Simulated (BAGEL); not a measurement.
# quartet SiPH4Cl+: a first try and a second

Wanted: the energy of quartet SiPH4Cl+, UHF/6-31G* (density fitting with qzvpp-jkfit, spherical functions).

The calculation is run with BAGEL 1.2.2.

3 further runs of the same task are left out: 3 set aside as unsound or not needed. Runs told in other sessions of the task aren't counted.

**1. The molecule**

SiPH4Cl+: 7 atoms, total charge +1, spin state quartet. SMILES of the parent species: `[PH2+][SiH2]Cl`. The shape is that of a GFN2-xTB optimisation. This is one conformer, not always the lowest. That shape belongs to the parent species and isn't relaxed for this state.

Bond lengths: P1–Si2 2.422 Å, Si2–Cl3 1.961 Å, P1–H4 1.391 Å, P1–H5 1.391 Å, Si2–H6 1.456 Å, Si2–H7 1.462 Å. Angles: P1–Si2–Cl3 108.0°, P1–Si2–H6 97.3°, P1–Si2–H7 95.4°, Cl3–Si2–H6 118.5°, Cl3–Si2–H7 116.6°, Si2–P1–H4 116.9°, Si2–P1–H5 113.0°, H6–Si2–H7 115.5°, H4–P1–H5 97.6°.

**2. Try one**

calc.json reads:

```json
{ "bagel": [

{
  "title": "molecule",
  "basis": "6-31gs.json",
  "df_basis": "qzvpp-jkfit",
  "angstrom": true,
  "geometry": [
    { "atom": "P", "xyz": [      -1.298530,       0.216930,      -0.350690 ] },
    { "atom": "Si", "xyz": [       0.906470,      -0.130240,       0.590350 ] },
    { "atom": "Cl", "xyz": [       0.948810,      -1.918810,       1.392180 ] },
    { "atom": "H", "xyz": [      -1.688430,      -0.641210,      -1.373930 ] },
    { "atom": "H", "xyz": [      -1.405610,       1.409140,      -1.058760 ] },
    { "atom": "H", "xyz": [       0.913740,       1.027050,       1.473130 ] },
    { "atom": "H", "xyz": [       1.623550,       0.037150,      -0.672280 ] }
  ]
},

{ "title": "rohf", "charge": 1, "nopen": 3 },

{ "title": "print", "file": "orbitals.molden", "orbitals": true }

]}
```

The basis set 6-31G* is read from a file made from the Basis Set Exchange's data (not shown).

On the command line:

```console
$ BAGEL_NUM_THREADS=1 BAGEL calc.json > calc.out
```

What it wrote:

```text
* using 1 threads per process

  ===============================================================
  ===============================================================

  *** Geometry ***

  { "atom" : "P", "xyz" : [     -2.453866,      0.409938,     -0.662708 ] },
  { "atom" : "Si", "xyz" : [      1.712980,     -0.246118,      1.115600 ] },
  { "atom" : "Cl", "xyz" : [      1.792991,     -3.626025,      2.630839 ] },
  { "atom" : "H", "xyz" : [     -3.190670,     -1.211711,     -2.596351 ] },
  { "atom" : "H", "xyz" : [     -2.656218,      2.662889,     -2.000766 ] },
  { "atom" : "H", "xyz" : [      1.726718,      1.940843,      2.783812 ] },
  { "atom" : "H", "xyz" : [      3.068065,      0.070203,     -1.270425 ] },

  Number of auxiliary basis functions:      456

  Since a DF basis is specified, we compute 2- and 3-index integrals:
    o Being stored without compression. Storage requirement is 0.014 GB

  Number of basis functions:       62
  Number of electrons      :       50

    * METHOD: MOLECULE                             0.17

  *** Open-shell HF ***

  === Nuclear Repulsion ===
   190.8391932356

      * DIIS with orbital gradients will be used.

  === ROHF iteration (6-31gs.json) ===
      0      -1090.75547311          0.02230037           0.09
      1      -1090.84880402          0.01243669           0.09
      2      -1090.87307653          0.00617777           0.08
      3      -1090.88437139          0.00241952           0.08
      4      -1090.89043442          0.00147275           0.08
      5      -1090.89457123          0.00112259           0.08
      6      -1090.89775837          0.00079470           0.08
      7      -1090.89917837          0.00068927           0.10
      8      -1090.90032775          0.00059249           0.09
      9      -1090.90128630          0.00044800           0.08
     10      -1090.90181407          0.00026170           0.08
     11      -1090.90201573          0.00019438           0.08
     12      -1090.90208540          0.00008047           0.08
     13      -1090.90214091          0.00005678           0.09
     14      -1090.90214934          0.00004388           0.10
     15      -1090.90216341          0.00003773           0.09
     16      -1090.90217141          0.00003602           0.08
     17      -1090.90217879          0.00003497           0.08
     18      -1090.90218391          0.00003560           0.08
     19      -1090.90216988          0.00003531           0.08
     20      -1090.90216541          0.00003475           0.09
     21      -1090.90213964          0.00003555           0.10
     22      -1090.90213611          0.00003431           0.09
     23      -1090.90213300          0.00003317           0.08
     24      -1090.90209305          0.00003880           0.08
     25      -1090.90208371          0.00003548           0.09
     26      -1090.90209145          0.00003170           0.10
[... 60 lines of this table left out ...]
     87      -1090.90209466          0.00006757           0.08
     88      -1090.90197691          0.00005193           0.10
     89      -1090.90208530          0.00004737           0.09
     90      -1090.90204310          0.00003770           0.08
     91      -1090.90199541          0.00003371           0.08
     92      -1090.90197234          0.00003227           0.08
     93      -1090.90204142          0.00003661           0.10
     94      -1090.90203030          0.00003315           0.09
     95      -1090.90204107          0.00003211           0.08
     96      -1090.90208710          0.00004791           0.08
     97      -1090.90196620          0.00005092           0.08
     98      -1090.90203391          0.00006251           0.08
     99      -1090.90201719          0.00004662           0.09
    * Max iteration reached in SCF.

    * S^2 (ROHF) is 3.7500

    * Permanent dipole moment:
           (    1.445901,    -1.386470,     1.306661) a.u.

    * METHOD: ROHF                                 8.80

    * METHOD: PRINT                                0.01

  ===============================================================
```

It took 9.3 s on 1 thread of Arm Neoverse V2, shared host.

**3. What went wrong**

No converged result was reached.

Among its listed settings the sound run differs in this, and the input shows the rest: reference UHF in place of ROHF. The next try takes another reference, UHF in place of ROHF: a different method, not a cure for the first.

**4. The mended input**

Changes to calc.json since step 2:

```diff
@@ -6,3 +6,3 @@
   "df_basis": "qzvpp-jkfit",
-  "angstrom": true,
+  "angstrom": "true",
   "geometry": [
@@ -18,5 +18,5 @@
 
-{ "title": "rohf", "charge": 1, "nopen": 3 },
+{ "title": "uhf", "charge": 1, "nopen": 3 },
 
-{ "title": "print", "file": "orbitals.molden", "orbitals": true }
+{ "title": "print", "file": "orbitals.molden", "orbitals": "true" }
```

The basis set 6-31G* is read from a file made from the Basis Set Exchange's data (not shown).

On the command line:

```console
$ BAGEL_NUM_THREADS=1 BAGEL calc.json > calc.out
```

What it wrote:

```text
* using 1 threads per process

  ===============================================================
  ===============================================================

  *** Geometry ***

  { "atom" : "P", "xyz" : [     -2.453866,      0.409938,     -0.662708 ] },
  { "atom" : "Si", "xyz" : [      1.712980,     -0.246118,      1.115600 ] },
  { "atom" : "Cl", "xyz" : [      1.792991,     -3.626025,      2.630839 ] },
  { "atom" : "H", "xyz" : [     -3.190670,     -1.211711,     -2.596351 ] },
  { "atom" : "H", "xyz" : [     -2.656218,      2.662889,     -2.000766 ] },
  { "atom" : "H", "xyz" : [      1.726718,      1.940843,      2.783812 ] },
  { "atom" : "H", "xyz" : [      3.068065,      0.070203,     -1.270425 ] },

  Number of auxiliary basis functions:      456

  Since a DF basis is specified, we compute 2- and 3-index integrals:
    o Being stored without compression. Storage requirement is 0.014 GB

  Number of basis functions:       62
  Number of electrons      :       50

    * METHOD: MOLECULE                             0.17

  *** Open-shell HF ***

  === Nuclear Repulsion ===
   190.8391932356

      * DIIS with orbital gradients will be used.

  === UHF iteration (6-31gs.json) ===
      0      -1090.75547311          0.02230037           0.09
      1      -1090.85661652          0.01202500           0.10
      2      -1090.88172921          0.00571029           0.08
      3      -1090.89152796          0.00221573           0.08
      4      -1090.89758424          0.00130408           0.08
      5      -1090.90111056          0.00090766           0.08
      6      -1090.90345555          0.00054888           0.08
      7      -1090.90429200          0.00044389           0.10
      8      -1090.90520694          0.00034296           0.10
      9      -1090.90577106          0.00026365           0.08
     10      -1090.90613471          0.00020181           0.08
     11      -1090.90631472          0.00017197           0.09
     12      -1090.90640341          0.00015196           0.08
     13      -1090.90650876          0.00014001           0.09
     14      -1090.90662086          0.00012951           0.10
     15      -1090.90677655          0.00011730           0.09
     16      -1090.90686949          0.00010547           0.08
     17      -1090.90696239          0.00008409           0.08
     18      -1090.90699739          0.00008382           0.09
     19      -1090.90702149          0.00002900           0.08
     20      -1090.90702211          0.00002539           0.09
     21      -1090.90702424          0.00000832           0.10
     22      -1090.90702433          0.00000551           0.09
     23      -1090.90702444          0.00000247           0.09
     24      -1090.90702446          0.00000131           0.08
     25      -1090.90702446          0.00000095           0.10
     26      -1090.90702446          0.00000091           0.10
     27      -1090.90702446          0.00000088           0.08
     28      -1090.90702447          0.00000084           0.08
     29      -1090.90702448          0.00000077           0.09
     30      -1090.90702451          0.00000064           0.08
     31      -1090.90702452          0.00000052           0.09
     32      -1090.90702453          0.00000030           0.10
     33      -1090.90702453          0.00000019           0.09
     34      -1090.90702453          0.00000012           0.08
     35      -1090.90702453          0.00000007           0.09
     36      -1090.90702453          0.00000006           0.09
     37      -1090.90702453          0.00000004           0.08
     38      -1090.90702453          0.00000004           0.10
     39      -1090.90702453          0.00000003           0.10
     40      -1090.90702453          0.00000003           0.09
     41      -1090.90702453          0.00000003           0.08
     42      -1090.90702453          0.00000002           0.08
     43      -1090.90702453          0.00000001           0.08
     44      -1090.90702453          0.00000001           0.08
    * SCF iteration converged.

    * S^2 (UHF) is 3.7649

    * Permanent dipole moment:
           (    1.543091,    -1.311146,     1.307004) a.u.

    * METHOD: UHF                                  4.10

    * METHOD: PRINT                                0.01

  ===============================================================
```

Run time: 4.5 s. Hardware: 1 thread of Arm Neoverse V2, shared host.

**5. Outcome**

Level: UHF/6-31G* (density fitting with qzvpp-jkfit, spherical functions).

```
    quantity           value
total energy  -1090.90702 Eh
        ⟨S²⟩           3.765
```
